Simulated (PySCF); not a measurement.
# H2S2 (SMILES SS): levels of theory compared

Aim: a comparison of 5 runs (B3LYP/STO-3G, MP2/STO-3G, UMP2/STO-3G, CISD/STO-3G, UCCSD(T)/STO-3G) of H2S2. The job is set up through a Python script.

The results are computed with PySCF 2.14.0.

11 further runs of the same task are left out: 11 set aside as unsound or not needed.

**1. Starting point**

The species is H2S2 (4 atoms), meant as a singlet with charge 0. SMILES: `SS`. The S1–H3 distance was set to 2.020 Å, away from the relaxed value. At this shape a bond of the SMILES string is far longer than usual.

Bond lengths: S1–S2 2.046 Å, S2–H4 1.347 Å. Angles: S1–S2–H4 98.6°. A long bond or contact: S1–H3 2.020 Å.

**2. The energy at B3LYP/STO-3G (run 1)**

The input, run.py:

```python
from pyscf import gto, dft

mol = gto.M(
    atom='''
S      2.436696    -0.959059    -0.337155
S      1.068043     2.651773    -0.524862
H     -0.425982    -2.556025     1.619269
H     -0.216045     2.460325    -2.713751
''',
    unit='bohr',
    charge=0,
    basis='sto-3g',
    max_memory=1860,
    verbose=3,
)

mf = dft.RKS(mol)
mf.xc = 'b3lyp'
mf.grids.level = 5
mf.conv_tol = 1e-10
mf.kernel()
if not mf.converged:
    mf = mf.newton().run(mf.mo_coeff, mf.mo_occ)

e_tot = mf.e_tot
print('E = %.10f Eh' % e_tot)
```

Command:

```console
$ OMP_NUM_THREADS=1 python run.py
```

Standard output:

```text
converged SCF energy = -788.639558165119
E = -788.6395581651 Eh
```

Run time: 2.6 s. Hardware: 1 thread of Arm Neoverse V1, shared host; peak memory 0.2 GiB.

**3. A single-point energy at MP2/STO-3G (run 2)**

The input, geometry.xyz:

```xyz
4
H2S2
S      1.289444    -0.507512    -0.178415
S      0.565184     1.403258    -0.277745
H     -0.225420    -1.352590     0.856880
H     -0.114326     1.301948    -1.436055
```

The input, input.py:

```python
from pyscf import gto, mp

mol = gto.M(
    atom='geometry.xyz',
    basis='sto-3g',
    max_memory=1860,
    verbose=3,
)

myscf = mol.RHF()
myscf.conv_tol = 1e-10
myscf.kernel()
if not myscf.converged:
    myscf = myscf.newton().run(myscf.mo_coeff, myscf.mo_occ)

pt = mp.MP2(myscf, frozen=10).run()
etot = pt.e_tot
print('E = %.10f Eh' % etot)
```

Command:

```console
$ OMP_NUM_THREADS=1 python input.py
```

Standard output:

```text
converged SCF energy = -787.353690029858
E(RMP2) = -787.431956453079  E_corr = -0.0782664232210127
E(SCS-RMP2) = -787.444112265547  E_corr = -0.090422235689456
E = -787.4319564531 Eh
```

Run time: 0.77 s. Hardware: 1 thread of Arm Neoverse V1, shared host; peak memory 0.12 GiB.

Runs 3 to 4 aren't shown in full; the table further down has their settings and results.

**4. The energy at UCCSD(T)/STO-3G (run 5)**

The input, run.py:

```python
from pyscf import gto, scf, cc

mol = gto.M(
    atom='''
S    1.289444  -0.507512  -0.178415
S    0.565184   1.403258  -0.277745
H   -0.225420  -1.352590   0.856880
H   -0.114326   1.301948  -1.436055
''',
    max_memory=1860,
    basis='sto-3g',
    verbose=3,
    spin=0,
    charge=0,
)

hf = scf.UHF(mol)
hf.conv_tol = 1e-10
hf.kernel()
if not hf.converged:
    hf = hf.newton().run(hf.mo_coeff, hf.mo_occ)
for _ in range(3):
    mo, _, stable, _ = hf.stability(return_status=True)
    if stable:
        break
    hf.kernel(hf.make_rdm1(mo, hf.mo_occ))

mycc = cc.CCSD(hf, frozen=10)
mycc.kernel()
e_t = mycc.ccsd_t()
e_final = mycc.e_tot + e_t
print('E(%s) = %.9f' % ('CCSD(T)', e_final))
```

Command:

```console
$ OMP_NUM_THREADS=1 python run.py
```

Standard output:

```text
converged SCF energy = -787.353690029843  <S^2> = 2.0286706e-10  2S+1 = 1
<class 'pyscf.scf.uhf.UHF'> wavefunction has an internal instability
converged SCF energy = -787.389835791854  <S^2> = 0.68881691  2S+1 = 1.9378513
<class 'pyscf.scf.uhf.UHF'> wavefunction is stable in the internal stability analysis
E(UCCSD) = -787.4761047859228  E_corr = -0.08626899406915747
UCCSD(T) correction = -0.00133416363570847
E(CCSD(T)) = -787.477438950
```

Run time: 1.3 s. Hardware: 1 thread of Arm Neoverse V1, shared host; peak memory 0.12 GiB.

**5. Overview of the runs**

| run | level | integration grid | frozen core orbitals | energy (Eh) | dipole moment (D) of the reference | HOMO energy (eV) | LUMO energy (eV) | wall time |
| --- | --- | --- | --- | --- | --- | --- | --- | --- |
| 1 | B3LYP/STO-3G | 5 | – | -788.639558 | 0.97 | -3.50 | 1.08 | 2.6 s |
| 2 | MP2/STO-3G | – | 10 | -787.431956 | 0.85 | -6.85 | 5.20 | 0.77 s |
| 3 | UMP2/STO-3G | – | 10 | -787.430071 | 0.81 | -6.91 | 6.26 | 1.1 s |
| 4 | CISD/STO-3G | – | 10 | -787.468664 | 0.85 | -6.85 | 5.20 | 0.7 s |
| 5 | UCCSD(T)/STO-3G | – | 10 | -787.477439 | 0.81 | -6.91 | 6.26 | 1.3 s |

**6. Results**

| quantity | value |
| --- | --- |
| run 5: total energy | -787.47744 Eh |
| run 5: dipole moment (Hartree–Fock density) | 0.81 D |
| run 5: HOMO energy (Hartree–Fock orbitals) | -6.91 eV |
| run 5: LUMO energy (Hartree–Fock orbitals) | 6.26 eV |
| run 5: HOMO–LUMO gap (Hartree–Fock orbitals) | 13.18 eV |
| run 5: correlation energy (10 core orbitals frozen) | -87.6 mEh |
| run 5: (T) correction | -1.33 mEh |
| run 5: ⟨S²⟩ of the reference determinant | 0.689 |
| run 5: T1 diagnostic | 0.078 |

In words: In runs 1, 2, 3, 4, 5 the basis is minimal, so the values are rough. Spin contamination of the reference: run 5 ⟨S²⟩ = 0.69, run 3 ⟨S²⟩ = 0.69. Where it is this large, the reference is a mixture of spin states, and values that rest on it are in doubt. All runs together took 6.5 s, the longest 2.6 s.
